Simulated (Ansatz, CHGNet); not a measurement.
For double-hcp La, the machine-learned potential CHGNet-r²SCAN (trained on r²SCAN data) gives:

| Quantity | Result |
|---|---|
| lattice constant a | 3.756 Å |
| lattice parameter c | 12.268 Å |

Question: What does r²SCAN+rVV10 (plane waves, PAW; Ansatz, an electronic-structure program) give for the same quantities?

Answer: 
- lattice constant a: 3.741 Å (drops by 0.4 %)
- lattice parameter c: 11.929 Å (falls by 2.8 %)

For comparison: lattice constant a 3.774 Å (measured, 293 K, not corrected to a static lattice; as tabulated in Wikipedia's data pages); lattice parameter c 12.171 Å (measured, 293 K, no zero-point or thermal correction; as tabulated in Wikipedia's data pages).

Changes are worked out from the printed values.

Unless a cell is named, each level is at its own relaxed cell (CHGNet-r²SCAN 37.48, r²SCAN+rVV10 36.15 Å³/atom).

Ansatz's density-functional and Hartree–Fock values are scalar-relativistic unless marked +SOC, with PAW data made under PBE.
